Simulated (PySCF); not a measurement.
Gas-phase thermal properties of SiCl

Computed with PySCF (xtb for GFN2) and rigid-rotor harmonic-oscillator thermochemistry at 1 bar. The comparison is the NASA 1993 polynomial table, which mixes measured and estimated data. 6-31G* has spherical d functions here. Open shells (unrestricted): SiCl (multiplicity 2, electronic degeneracy 4). GFN2 has no spin-polarisation term. Spin-orbit splitting is ignored; it lowers the true energy and changes the entropy of SiCl. B3LYP is the form with VWN-RPA correlation. The harmonic model lacks anharmonicity and excited electronic states, which grow with temperature; levels with a mode under 35 cm⁻¹ are left out. The table's entry may be an old estimate for SiCl (not checked at source).

```
level           point group  σ  ZPE (kJ/mol)  S°298 (J/mol/K)  Cp298 (J/mol/K)  S°1000 (J/mol/K)  H1000 − H298 (kJ/mol)
--------------  -----------  -  ------------  ---------------  ---------------  ----------------  ---------------------
table                     -  -             -            237.8             35.8             282.4                   26.0
B3LYP/6-31G*            C∞v  1           3.0            239.2             34.3             282.9                   25.5
GFN2-xTB                C∞v  1           2.3            240.9             35.3             285.2                   25.8
HF/6-31G*               C∞v  1           3.2            239.0             34.1             282.5                   25.4
PBE/def2-SVP            C∞v  1           3.1            239.1             34.2             282.7                   25.5
PBE0/def2-TZVP          C∞v  1           3.2            238.7             34.0             282.2                   25.4
```
σ: rotational symmetry number. Electronic degeneracy used: 4. Frequencies are unscaled.
